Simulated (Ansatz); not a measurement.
**Relative stability**

Two relaxed structures of CH3FSi, closed shell (PBE0-D4/def2-TZVP; forces vanish, vibrations not checked).

A:

F1  (-0.594, -1.790, 1.124)
C2  (0.227, 0.779, 0.078)
Si3  (-0.241, -0.829, -0.090)
H4  (-0.395, -1.582, -1.344)
H5  (0.446, 1.348, -0.819)
H6  (0.329, 1.298, 1.021)
(Å)

B:

```
6
angstrom
F -0.8804 -1.3049 1.1501
C -0.0308 -0.8453 0.1574
Si 0.3951 1.0092 0.0944
H -0.4560 -1.1288 -0.8194
H 0.9154 -1.4071 0.2254
H -0.4515 1.3709 1.3065
```

Ansatz 0.2.0; basis: def2-TZVPP; cores frozen in the correlated methods. B3LYP uses VWN-RPA correlation.

Q: Which structure is lower at CCSD(T), and by how much? (An estimate is asked for; the value comes from the calculation.)

A: By the calculation: A, by 56.75 kcal/mol (electronic energy, against the other). By their contacts, A is CH₃FSi ([CH2][SiH][F]) and B is CH₃FSi ([F][CH2][SiH]).

All methods give the same order:

```
   method  E(B) − E(A) (kcal/mol)
   PBE-D4                   54.42
r2SCAN-D4                   59.88
  PBE0-D4                   54.84
 B3LYP-D4                   55.63
  wB97M-V                   54.71
       HF                   53.82
      MP2                   62.05
     CCSD                   55.66
  CCSD(T)                   56.75
```

T1 diagnostic: at most 0.014. The restricted Hartree–Fock reference is unstable towards an unrestricted one at one or more of these structures.

Labels in which every atom is bracketed show which atoms are joined, not bond orders.

For scale, one of the runs: CCSD(T)/def2-TZVPP, 146 basis functions, launched by `ansatz run in.yaml --threads 2 --pin off --events-out ev --progress --plain --max-ram 4352MiB`. Hardware: 2 CPU threads of an Arm Neoverse V2, shared host. Wall time 11 s; peak host memory 0.87 GiB.
